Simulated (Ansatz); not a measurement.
Saddle point of CH4AlCl, closed shell (CH₄AlCl ([CH3][AlH][Cl]) → AlCl + CH₄; bonds formed: C2–H3; bonds broken: Al1–C2, Al1–H3), PBE0-D4/def2-TZVP structure:

```json
{"atom": "Al1", "x (Å)": "-0.6996", "y (Å)": "-1.3187", "z (Å)": "0.0571"}
{"atom": "C2", "x (Å)": "0.1854", "y (Å)": "0.6531", "z (Å)": "-0.2245"}
{"atom": "H3", "x (Å)": "-1.0222", "y (Å)": "-0.2584", "z (Å)": "-1.0574"}
{"atom": "Cl4", "x (Å)": "0.3594", "y (Å)": "-1.9136", "z (Å)": "1.7706"}
{"atom": "H5", "x (Å)": "1.2385", "y (Å)": "0.3537", "z (Å)": "-0.2992"}
{"atom": "H6", "x (Å)": "-0.0327", "y (Å)": "1.0955", "z (Å)": "0.7554"}
{"atom": "H7", "x (Å)": "-0.0288", "y (Å)": "1.3884", "z (Å)": "-1.0020"}
```

Energies are electronic, without zero-point energy. Barriers and step energies count from the start structure reached by relaxing down the imaginary mode; all methods use the PBE0-D4 structures, on which another method's saddle can fall below an end. Program: Ansatz 0.2.0. Basis: def2-TZVPP, with def2-QZVPP for the basis limit. Cores are frozen in the correlated methods. B3LYP uses VWN-RPA correlation. Extrapolation: Hartree–Fock as exp(−7.88 √X), correlation as X^−2.97.

```json
{"method": "SPW92", "barrier (eV)": "2.985", "step energy (eV)": "0.579"}
{"method": "PBE-D4", "barrier (eV)": "?", "step energy (eV)": "0.413"}
{"method": "BLYP-D4", "barrier (eV)": "3.198", "step energy (eV)": "0.283"}
{"method": "r2SCAN-D4", "barrier (eV)": "3.342", "step energy (eV)": "0.663"}
{"method": "B97M-V", "barrier (eV)": "3.470", "step energy (eV)": "0.593"}
{"method": "PBE0-D4", "barrier (eV)": "3.410", "step energy (eV)": "0.504"}
{"method": "B3LYP-D4", "barrier (eV)": "3.445", "step energy (eV)": "0.377"}
{"method": "r2SCAN0-D4", "barrier (eV)": "3.552", "step energy (eV)": "0.656"}
{"method": "BHLYP-D4", "barrier (eV)": "3.799", "step energy (eV)": "0.461"}
{"method": "CAM-B3LYP-D4", "barrier (eV)": "3.652", "step energy (eV)": "0.483"}
{"method": "wB97X-V", "barrier (eV)": "3.732", "step energy (eV)": "0.608"}
{"method": "wB97M-V", "barrier (eV)": "3.606", "step energy (eV)": "0.422"}
{"method": "B2PLYP", "barrier (eV)": "?", "step energy (eV)": "0.454"}
{"method": "PBE-QIDH", "barrier (eV)": "3.655", "step energy (eV)": "0.610"}
{"method": "RPA on PBE", "barrier (eV)": "?", "step energy (eV)": "0.329"}
{"method": "HF", "barrier (eV)": "4.326", "step energy (eV)": "0.435"}
{"method": "MP2", "barrier (eV)": "3.644", "step energy (eV)": "0.577"}
{"method": "CCSD", "barrier (eV)": "3.684", "step energy (eV)": "0.441"}
{"method": "CCSD(T)", "barrier (eV)": "3.533", "step energy (eV)": "0.454"}
```

Question: Fill in the withheld barriers. (Judge from chemistry; the value comes from the calculation.)

Answer: The calculation gives: PBE-D4 3.105; RPA on PBE 3.405; B2PLYP 3.549 eV. Each is the energy of the saddle less that of the start structure, by the same method.

For comparison, the barrier by CCSD(T) at an estimated basis limit (MP2 extrapolated from triple and quadruple zeta, plus CCSD(T) − MP2 in triple zeta) is 3.524 eV.

The T1 diagnostic stays at or below 0.016. The restricted Hartree–Fock reference is unstable towards an unrestricted one at one or more of these structures. A large double-excitation amplitude points to some diradical character; no triplet was computed. The end structure is not quite a true minimum (one mode of 33i cm⁻¹).

Labels in which every atom is bracketed show which atoms are joined, not bond orders.

For scale, one of the runs: CCSD(T)/def2-TZVPP, 171 basis functions, launched by `ansatz run in.yaml --threads 2 --pin off --events-out ev --progress --plain --max-ram 4352MiB`. The run took 39 s on 2 CPU threads of an Arm Neoverse N1 (shared host), with 1.3 GiB of host memory at its peak.
